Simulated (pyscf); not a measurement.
# Routes from F–SiH•–O–SiH₃ + H₂

Candidate steps break at most two bonds and form at most two. Each was searched with GFN2-xTB (tblite) first. Optimised with ωB97X-D3(BJ)/def2-SVP in PySCF. Energies: ωB97M-D3(BJ)/def2-TZVP, kcal/mol, from the separated reactants, doublet surface; ΔG‡ with ideal gas, 1 atm, RRHO with modes under 100 cm⁻¹ raised to 100, one conformer, R ln 2 for chiral ones without a mode under 150 cm⁻¹.

| products | type | ΔE‡ | ΔE | ΔG‡ 298 K | ΔG‡ 900 K | ν‡ (cm⁻¹) |
|---|---|---|---|---|---|---|
| F–SiH₂–O–SiH₃ + H• | hydrogen abstraction | 13.9 | +7.8 | 19.4 | 35.5 | 1153i |
| •H₂Si–O–SiH₃ + HF | four-centre exchange | 54.4 | +30.5 | 64.5 | 84.3 | 1138i |

Plain bond fissions and candidates not yet searched are not listed, and one of them may be faster. Each barrier is that of the saddle found; lower ones may exist.
